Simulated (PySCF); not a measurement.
**Reproducing measurements on hydrogen cyanide**

**What was measured.**

NIST CCCBDB Release 22 (SRD 101), experimental dipoles lists, for the gas: dipole moment (microwave Stark effect, vibrational ground state) 2.98 D.

From NIST CCCBDB Release 22 (SRD 101), experimental polarizabilities, for the gas: mean polarisability 2.593 Å³.

How close the calculation comes is told at the end.

Hydrogen cyanide, HCN.
SMILES with atom numbers: `[CH:1]#[N:2]` (hydrogens: H3 on C1)

Geometry (GFN2-xTB, Å), atoms numbered from 1 in this order:
```
atom  x, y, z in Å
C1    -0.0226   -0.0016   -0.0039
N2     1.1148    0.0201   -0.0109
H3    -1.0807   -0.0211    0.0022
```

Runs made with PySCF (gas phase, on this GFN2-xTB geometry; no spin–orbit coupling):

| level | job | basis functions |
| --- | --- | --- |
| PBE0/pcSseg-1 | shieldings, charges and field gradients | 39 |
| B3LYP/def2-SVPD | 8 singlets by full TDDFT, 3 Tamm–Dancoff triplets, polarisability | 48 |
| B3LYP/pcJ-1 | spin–spin couplings from 3 perturbed nuclei | 64 |

Results beside the measurements:

**Dipole moment.** Measured: 2.98 D (NIST CCCBDB Release 22 (SRD 101), experimental dipoles).

| level | computed (D) | computed − measured (D) | % (from the printed values) |
| --- | --- | --- | --- |
| PBE0/pcSseg-1 | 3.02 | +0.04 | +1 |
| B3LYP/def2-SVPD | 3.02 | +0.04 | +1 |
| B3LYP/pcJ-1 | 3.01 | +0.03 | +1 |

All 3 levels lie above the measurement. The computed dipoles belong to one fixed geometry; measured ones are averaged over vibrations unless marked μe. Magnitudes are compared, not signs.

**Mean polarisability.** Measured: 2.593 Å³ (NIST CCCBDB Release 22 (SRD 101), experimental polarizabilities).

| level | computed (Å³) | computed − measured (Å³) | % (from the printed values) |
| --- | --- | --- | --- |
| B3LYP/def2-SVPD | 2.388 | -0.205 | -8 |

The computed values are static and purely electronic, with core orbitals frozen in the response (1 au = 0.148185 Å³). The table of measured values doesn't say here whether a value is static or optical, or holds a vibrational part.

No measured geometry was used, and the causes of the misses weren't examined.
